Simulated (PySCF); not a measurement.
**Computed spin Hamiltonian**

Compound: CH2-triplet, CH₂ (triplet state).
Cartesian coordinates in Å at the PBE0-D3(BJ)/def2-SVP level; atoms count from 1:
```
atom  x, y, z in Å
C1     0.0095    0.2804   -0.0063
H2    -0.9971   -0.1360   -0.0240
H3     1.0105   -0.1494    0.0052
```

Identity: CH2-triplet (`[CH2]`) [triplet].

Theory: UKS B3LYP, IGLO-III on C, pcH-1 on H, non-relativistic, mean-field spin-orbit, GIAO in PySCF. Geometry: PBE0-D3(BJ)/def2-SVP; no solvent, vibrations or thermal averaging.

| Item | Value |
| --- | --- |
| g1, g2, g3 | 2.00221, 2.00247, 2.00250 |
| g_iso | 2.00239 |
| Form of g | close to axial: the two nearest values differ by 9 % of g3 − g1 |
| ⟨S²⟩ | 2.0054 (exact 2.0000) |
| D, E | 0.813, 0.048 cm⁻¹ |
| α and β electrons | 5, 3 |
| Total energy | -39.16995 Eh |
| Basis functions | 55 |

Isotropic coupling and dipolar principal values T1 to T3, in mT (MHz turned into mT with g_iso):

```
atom  isotope  a_iso     T1     T2    T3  Mulliken spin population
  C1      13C   8.56  -2.77   1.05  1.72                      2.07
  H2       1H  -0.39  -0.80  -0.58  1.38                     -0.04
  H3       1H  -0.39  -0.80  -0.58  1.38                     -0.04
```

The largest Mulliken spin population is on C1 (+2.07).

The 13C coupling of C1 (240.0 MHz) shows only in satellite lines or after enrichment, since that isotope makes up about 1.07 % of natural carbon.

On Arm Neoverse V2, one thread, on a shared host, this took 1.1 s.
